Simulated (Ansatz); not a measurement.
Input for Ansatz (development build ahead of 0.2.0):

```yaml
crystal:
  periodic: [false, false, false]
  atoms:
    - { symbol: B, position_ang: [0.0, 0.0, 0.8104] }
    - { symbol: B, position_ang: [0.0, 0.0, -0.8104] }
    - { symbol: H, position_ang: [0.91389, 0.0, 0.0] }
    - { symbol: H, position_ang: [-0.91389, 0.0, 0.0] }
    - { symbol: H, position_ang: [0.0, 0.9674, 1.34936] }
    - { symbol: H, position_ang: [0.0, -0.9674, 1.34936] }
    - { symbol: H, position_ang: [0.0, 0.9674, -1.34936] }
    - { symbol: H, position_ang: [0.0, -0.9674, -1.34936] }
basis:
  gaussian: { orbitals: cc-pVTZ }
hamiltonian:
  xc: hf
correlation:
  method: mp2
  frozen_orbitals: { B: 1, H: 0 }
```

The input is written out in the form of the current development build from the run's settings.

The run gave:

```yaml
Converged: yes
Reference_energy: -52.80865 hartree
Correlation_energy: -0.26500 hartree
Total_energy: -53.07365 hartree
Spin_squared_of_the_determinant: 0.000
```
